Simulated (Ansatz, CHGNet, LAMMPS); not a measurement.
Lattice parameter a of In2O3 (Ia-3, No. 206): levels of theory against measurement

Reference value: 10.117 Å (measured, temperature not stated, not corrected to a static lattice; as tabulated in Wikipedia's data pages).

Task: What do ionic model grimes1999, CHGNet-r²SCAN, LDA, PBE, PBE-D3(BJ), PBE-D4, r²SCAN+rVV10 give, and how far is each from the reference?

Result: 
```
level (code)                                  value (Å)  difference (%)
--------------------------------------------  ---------  --------------
ionic model grimes1999 (shell model, LAMMPS)     10.118           +0.01
CHGNet-r²SCAN                                    10.177           +0.59
LDA (Ansatz)                                     10.061           -0.55
PBE (Ansatz)                                     10.288           +1.69
PBE-D3(BJ) (Ansatz)                              10.228           +1.10
PBE-D4 (Ansatz)                                  10.217           +0.99
r²SCAN+rVV10 (Ansatz)                            10.130           +0.13
```

The reference's temperature isn't stated, so close values are not ranked against it. Off by more than 1.25 %, or 1.75 % on the side where a correction would as a rule narrow the miss (bounds picked here): PBE (+1.69 %).

The reference isn't brought to a static lattice, while the calculations are for one, so the differences are not the levels' errors alone. A static lattice is as a rule a little smaller than the measured one.  Ionic model grimes1999, CHGNet-r²SCAN, LDA, PBE, PBE-D3(BJ), PBE-D4, r²SCAN+rVV10: the relaxation could not lower the start's symmetry, so the cell can be a saddle point above a distorted one. Ansatz's density-functional and Hartree–Fock values are scalar-relativistic unless marked +SOC, with PAW data made under PBE.

Empirical potentials (ionic model grimes1999) are fitted to chosen data: where that held the value shown, agreement is built in, and what lay outside the fit can be far off. Machine-learned potentials (CHGNet-r²SCAN) are trained on DFT data: a solid inside that data is no test of them.

Differences are worked out from the printed values.

Ansatz is a program for electronic structure.
